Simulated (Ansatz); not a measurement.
A series at Al: from `[AlH3]`, ligands are replaced one by one, each step taking up H–F and setting free H₂; n counts the steps. Ansatz, PBE0-D4/def2-TZVP geometries.

CBS adds triple-zeta CCSD(T) − MP2 to the MP2 limit, frozen cores; atoms without spin–orbit coupling. 

```tsv
n	molecule	atomization energy, CCSD(T)/CBS (kJ/mol)
0	`[AlH3]`	898.6
1	`[F][AlH2]`	1206.9
2	`[F][AlH][F]`	1512.1
3	`[F][Al]([F])[F]`	?
```

Q: By hand: fit a straight line y = ȳ + b (n − n̄) to the 3 given rows and predict n = 3.

A: n̄ = 1.000, ȳ = 1205.87; Σ(n − n̄)(y − ȳ) = 613.50, Σ(n − n̄)² = 2.000, so b = 306.75 kJ/mol a step. Prediction: 1205.87 + (306.75) × (2.000) = 1819.4 kJ/mol.

Q: By hand: compare with the computed value, 1797.2 kJ/mol, and give the steps along the whole series.

A: The line misses by -22.2 kJ/mol (computed minus predicted). Steps: 308.3, 305.2, 285.1 kJ/mol.

The steps differ by up to 23.2 kJ/mol, small against a whole step but well beyond the method's doubt, so the ligands' effects don't simply add. The miss is 2.5 % of the series' range. The energies themselves are unsure by some kJ/mol a bond, though much of that is common to the series.
